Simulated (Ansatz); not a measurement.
Start from InAs in the zinc blende structure (space group F-43m, No. 216; a = 6.187 Å).

Level of theory: Kohn–Sham DFT with the PBE functional, run in Ansatz (an electronic-structure program) with PAW and 420 eV plane waves, no spin-orbit coupling, earlier PAW set.

The change: Sb takes the place of As on all its sites, then cell and atoms are relaxed.

Measured lattice parameter a: InAs 6.047 Å (static lattice; corrected from measurement; as listed in Daniel Mejia-Rodriguez, S. B. Trickey, Phys. Rev. B (2018)); InSb 6.468 Å (static lattice; corrected from measurement; as listed in Daniel Mejia-Rodriguez, S. B. Trickey, Phys. Rev. B (2018)).

Q: How well does PBE reproduce the measured shift?

A: With PBE the lattice parameter a moves by +0.449 Å (6.187 → 6.635) against +0.421 Å measured.

Stability against distortions was not tested. The final runs are not spin-polarised.
